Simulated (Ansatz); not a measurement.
```yaml
crystal:
  periodic: [false, false, false]
  atoms:
    - {symbol: Al, position_ang: [0.000000, 0.000000, 0.000000]}
    - {symbol: H, position_ang: [0.937138, 0.948107, 0.943488]}
    - {symbol: H, position_ang: [-0.942853, -0.943581, 0.942330]}
    - {symbol: H, position_ang: [-0.942967, 0.937722, -0.948034]}
    - {symbol: H, position_ang: [0.948681, -0.942248, -0.937783]}
basis:
  gaussian: {orbitals: def2-TZVP}
total_charge: 1
magnetization: {spin_polarized: true, initial_magnetization: 2}
hamiltonian: {xc: pbe0}
relax: {f_tol: 0.004, max_steps: 80}
```

```sh
$ ansatz run in.yaml --threads 1 --pin off --events-out ev --progress --plain --max-ram 2176MiB
```

Steps of the relaxation (energy above the last step; positions in Å, forces in eV/Å):

```
5
step 1, 1140.3 meV
Al    0.000    0.000    0.000    0.000    0.000    0.000
H     0.937    0.948    0.943    0.100    0.987    0.101
H    -0.943   -0.944    0.942   -0.100   -0.986    0.105
H    -0.943    0.938   -0.948   -0.106    0.986   -0.106
H     0.949   -0.942   -0.938    0.106   -0.986   -0.100
```

```
5
step 2, 592.3 meV
Al    0.000    0.000    0.000    0.000    0.000    0.000
H     0.884    1.131    0.891   -0.252    0.393   -0.253
H    -0.890   -1.127    0.891    0.253   -0.394   -0.249
H    -0.891    1.121   -0.896    0.249    0.396    0.251
H     0.897   -1.125   -0.885   -0.251   -0.395    0.251
```

```
5
step 3, 246.9 meV
Al    0.000    0.000    0.000    0.000    0.000    0.000
H     0.793    1.274    0.798   -0.286    0.093   -0.288
H    -0.798   -1.271    0.800    0.288   -0.095   -0.286
H    -0.801    1.266   -0.805    0.286    0.096    0.288
H     0.805   -1.270   -0.794   -0.288   -0.095    0.286
```

```
5
step 4, 35.5 meV
Al    0.000    0.000    0.000    0.000    0.000    0.000
H     0.681    1.387    0.686   -0.163   -0.093   -0.164
H    -0.685   -1.383    0.689    0.164    0.092   -0.164
H    -0.689    1.379   -0.693    0.164   -0.091    0.165
H     0.694   -1.382   -0.682   -0.165    0.092    0.163
```

```
5
step 8, 0.0 meV
Al    0.000    0.000    0.000    0.000    0.000    0.000
H     0.621    1.410    0.626    0.000    0.000    0.000
H    -0.625   -1.407    0.629    0.000    0.000    0.000
H    -0.630    1.404   -0.633    0.000    0.000    0.000
H     0.634   -1.407   -0.622    0.000    0.000    0.000
```

Close pairs at the end: Al1–H5 1.663 Å, Al1–H4 1.663 Å, Al1–H3 1.663 Å, Al1–H2 1.663 Å.

A stationary point of unrestricted PBE0 after 8 steps, with ⟨S²⟩ = 2.013 against 2.00 for a pure state; no frequencies were run, so it isn't proven a minimum. 13 s on 1 thread of Arm Neoverse V1, shared host.
